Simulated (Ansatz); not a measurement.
Program: Ansatz. Geometries: PBE0-D4/def2-TZVP. ΔE: electronic, gas phase. CCSD(T)/CBS adds triple-zeta CCSD(T) − MP2 to the extrapolated MP2 energy (def2 sets, frozen cores). This one scheme is used for every species. Functionals use def2-TZVPP. Open shells (•) are unrestricted, without spin–orbit coupling. Each species was taken in one conformer, which may not be the lowest.

Consider the homolysis of the O–Si bond: `O[SiH2]F` → `[OH]`• + `F[SiH2]`•.

CCSD(T)/CBS gives +579.3 kJ/mol.

Another level gave +574.8 kJ/mol. Which?
A. ωB97M-V/def2-TZVPP
B. BLYP/def2-TZVPP
C. PBE0/def2-TZVPP
D. PBE-D4/def2-TZVPP

A. ωB97M-V 574.8, PBE0 546.7, PBE-D4 555.1, BLYP 538.4 kJ/mol.

Largest T1 diagnostic among the species: 0.014.

In def2-TZVPP, CCSD(T) changes the Hartree–Fock value by +131.2 kJ/mol (the triples alone add +9.1 kJ/mol) and MP2 by +161.5 kJ/mol; breaking electron pairs costs correlation energy, which Hartree–Fock lacks. At CCSD(T), def2-SVP lies −46.2 kJ/mol from the extrapolated value and def2-TZVPP −15.9 kJ/mol: correlation converges slowly with the basis, and small sets miss more of it in the bonded molecule than in its fragments. Leaving LDA and LC-ωPBE aside and taking each functional with its dispersion term where it has one, the values, not all of them listed here, spread over 39.7 kJ/mol, from revPBE-D4 to ωB97M-V. LDA lies +86.5 kJ/mol from PBE without D4, its usual overbinding.
